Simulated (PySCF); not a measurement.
# Ionisation of butyronitrile

Parent: butyronitrile, `CCCC#N` (C4H7N). Numbering: `[CH3:1][CH2:2][CH2:3][C:4]#[N:5]`

These are calculated values, ωB97X-D3(BJ)/ma-def2-TZVP in PySCF (grid level 2) at geometries from PBE0-D3(BJ)/def2-SVP. ωB97X-D3(BJ) is ωB97X-V with D3(BJ) in place of VV10. Thermal corrections: PBE0-D3(BJ)/def2-SVP frequencies, unscaled, ideal gas at 298.15 K and 1 bar, quasi-RRHO entropy.

Frontier levels of the parent: HOMO -11.76 eV, LUMO 0.90 eV.

Oxidation to the radical cation:
- Vertical ionisation energy (electronic): 11.84 eV
- Adiabatic ionisation energy (with zero-point energy): 11.43 eV
- Adiabatic, electronic part: 11.69 eV
- Vertical gap at the product's structure: 11.18 eV
- Inner reorganisation energy (four-point): 664 meV
- Relaxation of product / of parent: 148 / 517 meV
- ⟨S²⟩ of the product: 0.765
- Largest spin populations: N5 0.39, C2 0.11, H (on C2) 0.09, C3 0.09
- Largest changes of atomic charge: N5 0.24, H (on C3) 0.12, C4 0.11, H (on C2) 0.10
- Distances that move most (Å): C1–C2 1.519 → 1.480; C3–C4 1.458 → 1.425; C2–H 1.102 → 1.132; C2–C3 1.531 → 1.501
- Potential in acetonitrile: 8.80 V absolute, 4.26 V against Fc+/Fc computed at 4.54 V (solvation -28 → -278 kJ/mol)

Solvents are IEF-PCM continua (electrostatics only, gas-phase structures); absolute potentials refer to an electron at rest in vacuum. Fc+/Fc in acetonitrile, 4.54 V, is ωB97X-D3(BJ)/ma-def2-TZVP on PBE0-D3(BJ)/def2-SVP structures with GFN2-xTB thermal terms. Benchmark calculations put it near 5.0 V in acetonitrile and DMSO, so it is about 0.5 V low, and the value against it can read up to that much too high.

Measured values (NIST Chemistry WebBook, evaluated or the median of agreeing entries): vertical ionisation energy 11.74 eV (computed 11.84, difference 0.10).

Note: the split of the reorganisation energy is sensitive to the structures, which come from another level (PBE0-D3(BJ)/def2-SVP).

Structures, frequencies and single points took 11 min of wall time on 1 thread of Arm Neoverse V1 (shared host), launched as `OMP_NUM_THREADS=1 python redox_run.py task.json out`.
